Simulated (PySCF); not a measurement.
# ClH2 (the Chloronium Ion): the cost of one run

Computed with PySCF 2.14.0, with density-fitted response routines of our own, on a single molecule, in the gas phase or a continuum. Atoms count from 0, in the outputs and in this text.

### Step 1. The starting structure

3 atoms, charge 1, multiplicity 1; geometry from: GFN2-xTB. The atoms were then displaced at random by about 0.01 Å, so the start is not that level's minimum.

Bonds of the start (Å): Cl0–H1 1.30, Cl0–H2 1.25.

### Step 2. Geometry optimisation at PBE0-D3(BJ)/def2-TZVP

What the job is given:

```
{"job": {"xc": "PBE0", "basis": "def2-TZVP", "d3": "d3bj", "grid": 2, "shake": 0.01, "kind": "geom"}, "charge": 1, "multiplicity": 1}
Cl     0.024590     0.534460     0.001710
H     -0.985340    -0.284900    -0.012830
H      0.966770    -0.284490    -0.008060
```

Command:

```
> OMP_NUM_THREADS=1 python probes_run.py task.json out
```

One launch serves the whole session: the jobs run in the order shown.

Q: Estimate the wall time and peak memory of this first job on 1 thread of Intel Xeon Platinum 8175M at 2.50GHz, shared host.

About 4.5 s, with a peak of 0.26 GiB.
